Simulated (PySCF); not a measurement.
Chloroform, SMILES ClC(Cl)Cl at its PBE0/def2-SVP optimised geometry (Å):

```
5

Cl    -0.8148    -1.6831    -1.4577
C     -0.2802    -0.8417     0.0000
Cl    -0.8146     0.8417     0.0000
Cl    -0.8149    -1.6832     1.4576
H      0.8146    -0.8417     0.0000
```

Level of theory: PBE0/def2-TZVP (PySCF). Cells within 0.4 Å of a nucleus heavier than hydrogen are left out (blank, or x).

Map of the Laplacian of the electron density (e/bohr⁵), clipped to [-1.50, 1.50] on the plane z = 0.0 Å:

```
|55555555555555555555555555555|
|55555555555555555555555555555|
|55555555555555555555555555555|
|55555555555555555555555555555|
|55555555555555555555555555555|
|55555555555555555555555555555|
|55555555555555555555555555555|
|55555555544345555555555555555|
|55555554399933555555555555555|
|555555538xxx92455555555555555|
|555555529xxxx3455555555555555|
|555555539xxx93555555555555555|
|55555554399964555555555555555|
|55555555433335555555555555555|
|55555555554445555555555555555|
|55555555554434555555555555555|
|55555555554346444555555555555|
|555555555557xxx12105555555555|
|55555555555xxxx01003555555555|
|555555555556xxx23225555555555|
|55555555555456445555555555555|
|55555555555555555555555555555|
|55555555555555555555555555555|
|55555555555555555555555555555|
|55555555555555555555555555555|
|55555555555555555555555555555|
|55555555555555555555555555555|
|55555555555555555555555555555|
|55555555555555555555555555555|
```
Scale: ten equal steps from -1.50 (start of '0') to 1.50 (end of '9'), in the order '0123456789'; x runs from -3.00 to 3.00, y from -3.00 (bottom) to 3.00 (top).
